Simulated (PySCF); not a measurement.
# Basis-set dependence of population analyses: silyl cyanide

Species: silyl cyanide, CH3NSi.
Cartesian coordinates in Å at the PBE0-D3(BJ)/def2-SVP level; atoms count from 1:
```xyz
6
CH3NSi angstrom
N      2.432    0.021    0.004
C      1.272    0.013    0.000
Si    -0.586   -0.004   -0.010
H     -1.023   -1.021   -1.002
H     -1.048    1.356   -0.395
H     -1.041   -0.360    1.360
```

PBE0 throughout (PySCF), one geometry, spherical d and f functions. Geometry: PBE0-D3(BJ)/def2-SVP; no solvent, vibrations or thermal averaging. Atoms taken as equivalent share a column and are averaged.

Mulliken charges (e):

```
        basis  functions      N1      C2     Si3  H4/H5/H6
       STO-3G         22  -0.198  -0.129  +0.588    -0.087
        6-31G         37  -0.270  -0.115  +0.595    -0.070
     pcSseg-0         37  -0.372  -0.234  +0.654    -0.016
       6-31G*         52  -0.256  +0.003  +0.366    -0.038
      cc-pVDZ         61  -0.108  -0.144  +0.300    -0.016
     def2-SVP         61  -0.052  -0.250  +0.408    -0.035
  aug-cc-pVDZ        100  -0.308  -0.035  -0.181    +0.175
6-311+G(2d,p)        107  -0.237  -0.098  +0.429    -0.031
    def2-TZVP        117  -0.035  -0.213  +0.203    +0.015
      cc-pVTZ        136  -0.055  -0.189  +0.251    -0.002
     IGLO-III        144  -0.306  -0.049  +0.733    -0.126
     pcSseg-3        319  -0.257  +0.058  +0.346    -0.049
```

IAO charges (e):

```tsv
basis	functions	N1	C2	Si3	H4/H5/H6
STO-3G	22	-0.151	-0.192	+0.649	-0.102
6-31G	37	-0.178	-0.131	+0.458	-0.050
pcSseg-0	37	-0.177	-0.138	+0.451	-0.045
6-31G*	52	-0.179	-0.156	+0.593	-0.086
cc-pVDZ	61	-0.172	-0.161	+0.583	-0.083
def2-SVP	61	-0.170	-0.162	+0.598	-0.089
aug-cc-pVDZ	100	-0.189	-0.150	+0.584	-0.082
6-311+G(2d,p)	107	-0.189	-0.158	+0.617	-0.090
def2-TZVP	117	-0.185	-0.161	+0.625	-0.093
cc-pVTZ	136	-0.183	-0.160	+0.610	-0.089
IGLO-III	144	-0.188	-0.159	+0.624	-0.092
pcSseg-3	319	-0.187	-0.161	+0.628	-0.093
```

Q: Which scheme is steadiest as the basis changes?

A: Largest range over the bases for any column: IAO 0.20 e, Mulliken 0.91 e. IAO charges move least and Mulliken charges most, counted in e. Without the minimal STO-3G basis the ranges are IAO 0.18, Mulliken 0.91 e.

Q: How much do the charges still move between the two largest bases, IGLO-III and pcSseg-3?

A: At most, over all atoms: Mulliken 0.387 e, IAO 0.004 e.

Q: What do the same runs give for the total energy, the frontier levels and the dipole moment?

A: 
```tsv
basis	energy (Eh)	HOMO (eV)	LUMO (eV)	μ (D)
STO-3G	-379.3609	-7.45	4.11	3.32
6-31G	-383.8078	-9.77	-0.03	3.53
pcSseg-0	-383.3246	-10.07	-0.34	3.73
6-31G*	-383.8714	-9.62	-0.25	3.38
cc-pVDZ	-383.8951	-9.65	-0.36	3.33
def2-SVP	-383.7285	-9.76	-0.45	3.35
aug-cc-pVDZ	-383.9018	-9.80	-0.64	3.58
6-311+G(2d,p)	-383.9297	-9.84	-0.70	3.58
def2-TZVP	-383.9384	-9.82	-0.67	3.51
cc-pVTZ	-383.9365	-9.79	-0.60	3.47
IGLO-III	-383.9400	-9.84	-0.69	3.56
pcSseg-3	-383.9547	-9.84	-0.74	3.54
```

The dipole is fixed by the density alone, so its range of 0.41 D shows that the density itself changes with the basis, not only its division among atoms.
